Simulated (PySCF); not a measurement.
# Si2H6O (disilanol) at PBE/STO-3G

Aim: the vertical singlet–triplet gap of Si2H6O (disilanol) at PBE/STO-3G, from 2 runs. The job is set up through a Python script.

Program for the calculation: PySCF 2.14.0.

### Step 1. The molecule

Si2H6O: 9 atoms, total charge 0, spin state singlet. As SMILES, `O[SiH2][SiH3]`. The shape is that of a PBE0-D4/def2-TZVP optimisation. This is one conformer, not always the lowest.

Bond lengths: O1–Si2 1.654 Å, Si2–Si3 2.347 Å, O1–H4 0.958 Å, Si2–H5 1.493 Å, Si2–H6 1.484 Å, Si3–H7 1.489 Å, Si3–H8 1.491 Å, Si3–H9 1.488 Å. Some angles: O1–Si2–Si3 112.4°, O1–Si2–H5 111.3°, O1–Si2–H6 105.5°, Si3–Si2–H5 108.5°, Si3–Si2–H6 110.6°, Si2–O1–H4 117.6°, Si2–Si3–H7 110.0°, Si2–Si3–H8 110.1°, Si2–Si3–H9 111.4°, H5–Si2–H6 108.5°.

### Step 2. A single-point energy at PBE/STO-3G

Input file calc.py:

```python
# O[SiH2][SiH3]
from pyscf import gto, dft

mol = gto.Mole()
mol.atom = '''
O   -1.609000   1.039900  -0.762000
Si   0.004800   0.933100  -0.415900
Si   0.544200  -1.038400   0.738600
H   -1.996600   0.341400  -1.290800
H    0.830600   0.994500  -1.657800
H    0.311400   2.125200   0.413000
H    2.012900  -1.104800   0.974500
H    0.146200  -2.228200  -0.066200
H   -0.156000  -1.109100   2.049500
'''
mol.basis = 'sto-3g'
mol.spin = 0
mol.charge = 0
mol.verbose = 3
mol.max_memory = 1860
mol.build()

mf = dft.RKS(mol, xc='pbe')
mf.grids.level = 4
mf.conv_tol = 1e-10
mf.kernel()
if not mf.converged:
    mf = mf.newton().run(mf.mo_coeff, mf.mo_occ)

etot = mf.e_tot
print('E(%s) = %.9f' % ('PBE', etot))
```

Run with:

```sh
$ OMP_NUM_THREADS=1 python calc.py
```

The program printed:

```text
converged SCF energy = -649.622924101424
E(PBE) = -649.622924101
```

Wall time 4.8 s (1 thread of Arm Neoverse V1, shared host); peak memory 0.24 GiB.

### Step 3. The triplet, same level

Input file input.py:

```python
from pyscf import gto, dft

molecule = gto.M(
    atom='''
O   -1.609000   1.039900  -0.762000
Si   0.004800   0.933100  -0.415900
Si   0.544200  -1.038400   0.738600
H   -1.996600   0.341400  -1.290800
H    0.830600   0.994500  -1.657800
H    0.311400   2.125200   0.413000
H    2.012900  -1.104800   0.974500
H    0.146200  -2.228200  -0.066200
H   -0.156000  -1.109100   2.049500
''',
    max_memory=1860,
    verbose=3,
    basis='sto-3g',
    charge=0,
    spin=2,
)

calc0 = dft.UKS(molecule)
calc0.xc = 'pbe'
calc0.conv_tol = 1e-10
calc0.grids.level = 4
calc0.kernel()
if not calc0.converged:
    calc0 = calc0.newton().run(calc0.mo_coeff, calc0.mo_occ)

e_tot = calc0.e_tot
print('Final energy', e_tot)
```

Run with:

```sh
$ OMP_NUM_THREADS=1 python input.py
```

The program printed:

```text
WARN: HOMO 0.0645234076159336 >= LUMO -0.280750274998495

WARN: HOMO 0.178510758188216 >= LUMO 0.149722531102144

WARN: HOMO 0.173710482365898 >= LUMO -0.0204014907033871

WARN: HOMO 0.182174764914653 >= LUMO -0.0910214910695317

WARN: HOMO 0.180165133453974 >= LUMO -0.0964990934553172

WARN: HOMO 0.183136210156419 >= LUMO -0.103562998961836

WARN: HOMO 0.183252730431992 >= LUMO -0.10374350000221

WARN: HOMO 0.18253223836975 >= LUMO -0.104723225805375

WARN: HOMO 0.182689376559037 >= LUMO -0.10484644133286

WARN: HOMO 0.182581727544329 >= LUMO -0.105016592619775

WARN: HOMO 0.182587320192283 >= LUMO -0.105028833271957

WARN: HOMO 0.182589820660374 >= LUMO -0.105028061606448

WARN: HOMO 0.182589025720063 >= LUMO -0.105033027055443

WARN: HOMO 0.182589507632721 >= LUMO -0.10503344649243

WARN: HOMO 0.182589209119325 >= LUMO -0.105033212322507

converged SCF energy = -649.334505815413  <S^2> = 2.0015889  2S+1 = 3.0010591
Final energy -649.334505815413
```

It took 9.3 s on 1 thread of Arm Neoverse V1, shared host; peak memory 0.24 GiB.

### Step 4. Outcome

At PBE/STO-3G:

```
                                        quantity          value
                           singlet: total energy  -649.62292 Eh
                          singlet: dipole moment         1.02 D
                            singlet: HOMO energy       -2.24 eV
                            singlet: LUMO energy        5.21 eV
                          singlet: HOMO–LUMO gap        7.45 eV
                           triplet: total energy  -649.33451 Eh
                          triplet: dipole moment         1.80 D
                                   triplet: ⟨S²⟩          2.002
vertical energy of the triplet above the singlet       7.848 eV
```

In words: At this shape the triplet lies 7.85 eV (181 kcal/mol) above the singlet. In a minimal basis such a difference can be off by several eV, whatever the method. Mulliken charges (triplet) run from -0.22 on O1 to +0.36 on Si2.
